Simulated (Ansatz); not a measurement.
## Worked example: correlation energy of [SiH3···H···H], doublet

Geometry: a point of a hydrogen-transfer path between rigid fragments, not a stationary point.

```yaml
atoms:
  - { symbol: Si, position_ang: [-0.0857, 0.0000, 0.0000] }
  - { symbol: H, position_ang: [-0.5806, 1.3997, 0.0000] }
  - { symbol: H, position_ang: [-0.5806, -0.6999, 1.2122] }
  - { symbol: H, position_ang: [-0.5806, -0.6999, -1.2122] }
  - { symbol: H, position_ang: [1.3989, 0.0000, 0.0000] }
  - { symbol: H, position_ang: [2.7313, 0.0000, 0.0000] }
```

Basis 6-31G; Ansatz 0.2.0. Only valence electrons are correlated (noble-gas cores frozen), which leaves 9 electrons in 18 orbitals. Prefix R: restricted or restricted open-shell reference; prefix U: unrestricted.

Full CI is exact within this basis and frozen core; it isn't the basis-set limit. The frozen core follows each run's orbitals, which can shift R against U totals by a few meV.

Runs differ by some tens of microhartree through their thresholds and, for an open shell, their frozen cores, so steps under 0.1 kcal/mol mean nothing.

```
    level  total energy (hartree)
      UHF             -291.656822
     UMP2             -291.719467
    UCCSD             -291.743829
 UCCSD(T)             -291.744739
   UCCSDT             -291.745076
UCCSDT(Q)             -291.745110
  full CI             -291.745119
```

Task: What is the correlation energy at full CI, and what share of it do UMP2 and UCCSD(T) recover?

Result: E(corr) = -291.745119 − (-291.656822) = -0.088297 hartree = -2.403 eV. UMP2: -0.062645 / -0.088297 = 70.95 %. UCCSD(T): -0.087917 / -0.088297 = 99.57 %.

Task: By how many kcal/mol does UCCSD(T) miss full CI (1 hartree = 627.509 kcal/mol), and which steps make up the rest?

Result: -291.744739 − (-291.745119) = 0.000380 hartree = 0.24 kcal/mol. Steps: UCCSDT − UCCSD(T) = -0.21, UCCSDT(Q) − UCCSDT = -0.02, full CI − UCCSDT(Q) = -0.01 kcal/mol. That is within 1 kcal/mol of the reference in this basis, which itself misses far more of the correlation at the basis-set limit.
